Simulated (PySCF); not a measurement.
## SN: one state, many levels of theory

State: ²Π (doublet), unpaired electrons π ↑. Set-up: basis S pcseg-1, N pcseg-1; no relativity; PySCF 2.14. De refers to S + N in their high-spin ground configurations, without counterpoise correction. The functionals are run spin-unrestricted. A positive dipole means S(−)N(+). Levels whose curve was spin-contaminated or gave no clean fit are not listed.

```tsv
Level	Re (Å)	ωe (cm⁻¹)	De (eV)	μ (D)
ROHF	1.479	1344	0.68	-1.70
ROHF-CCSD	1.517	1215	3.52	n/a
ROHF-CCSD(T)	1.527	1177	3.85	n/a
PBE	1.529	1182	5.20	-1.75
r²SCAN	1.515	1228	4.52	-1.79
TPSSh	1.517	1220	4.51	-1.74
PBE0	1.506	1268	4.47	-1.81
M06	1.509	1254	4.42	-1.95
MN15	1.499	1293	4.51	-1.75
```

Question: Which functional lies closest to ROHF-CCSD(T) in De, which farthest, and by how much do they differ from it?

Answer: Closest is M06 (-1.8 pm in Re, +6.5 % in ωe, +0.57 eV in De against ROHF-CCSD(T) in the same basis), farthest PBE (+0.2 pm in Re, +0.4 % in ωe, +1.35 eV in De). CCSD(T) converges more slowly with the basis than the functionals do and binds too weakly in this one, so the order can change at the basis-set limit.

Question: What does a quarter of exact exchange do here, going from PBE to PBE0?

Answer: PBE0 less PBE: -2.3 pm in Re, +7.3 % in ωe, -0.73 eV in De. Exact exchange removes part of the self-interaction that spreads semilocal densities, and in most molecules shortens and stiffens the bond and lowers De; so it does here.

Question: What does the triples do here, going from ROHF-CCSD to ROHF-CCSD(T)?

Answer: ROHF-CCSD(T) less ROHF-CCSD: +1.0 pm in Re, -3.1 % in ωe, +0.33 eV in De. Correlation nearly always deepens the well. The bond lengthens, as in strong covalent bonds, where excitations into antibonding orbitals dominate.

Correlated steps freeze 6 core orbitals. Correlated levels converge slowly with the basis: in double zeta they bind strong bonds too weakly, by up to about 1 eV, and carry superposition errors of some tenths. The state was picked by a PBE0 search and need not be the measured ground state.
